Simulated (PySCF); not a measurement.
**What an electron can do to ClF**

PBE0 in PySCF with def2-TZVP on every atom, for the lowest determinant that a PBE0 search found; no spin–orbit coupling.

```
species  state (unpaired electrons)  Re (Å)  ωe (cm⁻¹)  energy of the minimum from the neutral (eV)  De (eV)  dissociates to
    ClF      singlet (closed shell)   1.620        826                                         0.00     2.62          Cl + F
   ClF⁺               doublet (π ↑)   1.524        984                                        12.47     3.11         Cl⁺ + F
```

Task: Work out the lowest energy to break ClF into atoms, from its vibrational ground state.

Result: D0 = De − ωe/2 = 2.62 − 0.05 = 2.57 eV (PBE0/def2-TZVP).

Task: Work out the ionisation energy of the Cl atom at this level and the threshold of dissociative ionisation.

Result: IE(Cl) = 12.47 + 3.11 − 2.62 = 12.96 eV, so Cl⁺ + F + e⁻ appears at D0 + IE(Cl) = 15.53 eV (PBE0/def2-TZVP). The measured IE(Cl) is 12.968 eV (NIST ASD).

These are thermodynamic thresholds; the onsets seen under electron impact lie higher where the geometry changes, and cross-sections peak well above them.

For an ion De counts to the pair picked by the measured ionisation energies or electron affinities, which need not be the lowest pair at this level. States were picked by a PBE0 search and need not be the measured ground states.
